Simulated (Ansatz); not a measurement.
A structure relaxed at PBE0-D4/def2-TZVP, charge 0, multiplicity 1:

```xyz
13

F    -1.0667    2.0197    0.6446
C    -0.1992    1.1992   -0.0754
C     0.8791    0.6440    0.7964
C     0.9838   -0.6724    0.6634
C    -0.0034   -1.2296   -0.3160
C    -0.9299   -0.0370   -0.6024
H     0.2038    1.8346   -0.8730
H     1.4999    1.2758    1.4193
H     1.7155   -1.2901    1.1719
H    -0.5357   -2.1010    0.0761
H     0.5095   -1.5671   -1.2238
H    -1.2028    0.0513   -1.6541
H    -1.8538   -0.1273   -0.0271
```

Question: Give its formula and SMILES.

Answer: C5H7F, `FC1C=CCC1`.

Question: Point group (tolerance 0.08 Å, 0.16 Å for H)?

Answer: C1.

Question: Summarise the bond lengths by kind.

Answer: 1 × C–F 1.394 Å; 5 × C–C 1.327 to 1.537 Å; 7 × C–H 1.083 to 1.096 Å.

Results of the Gaussian-basis code of Ansatz.
